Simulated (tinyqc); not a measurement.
Ways to converge the cycle: SCF convergence aids in the sto-3g basis, for OH+, spin multiplicity 3. Computed by the program tinyqc with PySCF. Command: `OMP_NUM_THREADS=1 python tinyqc.py 110253 110254 out.jsonl`; one thread of a shared host (Intel(R) Xeon(R) Processor @ 2.60GHz), about 5 s.

Geometry (angstrom):
```
atom       x       y       z
O     0.0000  0.0000  0.0000
H     0.0000  0.0000  1.8950
```

lowest solution found by these runs and by PySCF with stability checks = -73.942334 hartree

UHF with one setting changed at a time; a run stops when the energy changes by less than 1e-09 hartree and the error matrix is below 1e-5. The start is the core Hamiltonian. Damping d keeps d of the old density; a shift (hartree) raises the virtual levels; DIIS n extrapolates F over n matrices.

Largest element of the error matrix X^T (FDS - SDF) X:
```
iteration    plain  damping 0.3  damping 0.6  shift 0.4   DIIS 3   DIIS 8
1          7.8e-02      7.8e-02      7.8e-02    7.8e-02  7.8e-02  7.8e-02
2          6.9e-02      7.5e-02      7.9e-02    8.4e-02  6.9e-02  6.9e-02
3          3.1e-02      5.3e-02      7.2e-02    7.7e-02  5.2e-02  5.2e-02
4          3.0e-02      3.9e-02      6.2e-02    6.0e-02  3.6e-02  3.6e-02
5          3.1e-02      3.4e-02      5.3e-02    4.5e-02  1.9e-02  3.3e-02
6          3.0e-02      3.2e-02      4.6e-02    3.7e-02  1.5e-02  3.8e-02
8          2.2e-02      3.0e-02      3.8e-02    3.3e-02  8.5e-03  5.5e-02
10         1.2e-02      2.4e-02      3.4e-02    3.3e-02  8.0e-03  1.9e-02
14         2.7e-03      1.1e-02      2.8e-02    2.6e-02  8.7e-03  2.9e-02
20         2.5e-04      2.6e-03      1.7e-02    1.1e-02  1.5e-02        -
30               -      1.9e-04      5.0e-03    1.6e-03  1.6e-02        -
45               -            -      6.2e-04    8.0e-05  1.3e-02        -
60               -            -      7.4e-05          -  9.8e-03        -
```

How each run ends:
```
run          iterations  E (hartree)                                                        state
plain                29    -73.94233                                                 lowest found
damping 0.3          42    -73.94233                                                 lowest found
damping 0.6         >60    -73.94233  falls steadily but slowly, by a factor of about 0.87 a step
shift 0.4            56    -73.94233                                                 lowest found
DIIS 3              >60    -73.89333                                      wanders without falling
DIIS 8               18    -73.94233                                                 lowest found
```

4 of 6 runs reach the lowest solution found, in 18 to 56 iterations (fastest: DIIS 8). Not converged: damping 0.6, DIIS 3. Plain steps already contract here, so damping only slows them. DIIS 8 gains by cancelling the error over several earlier matrices, much as a quasi-Newton step does. DIIS minimises the error, not the energy, so it can stall or settle near a saddle, and its small system turns near-singular when few rotations are active.
